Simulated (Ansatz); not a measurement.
`[O-][SiH3]`, charge -1, multiplicity 1.

Question: Give a relaxed structure at PBE0-D4/def2-TZVPD (Ansatz). (Estimate.)

Answer: Ansatz gave: 
Cartesian coordinates in Å:
```
O 0.137 0.239 -1.645
Si 0.009 0.015 -0.103
H -1.057 -0.979 0.368
H -0.335 1.239 0.751
H 1.246 -0.514 0.628
```
Point group C3v.
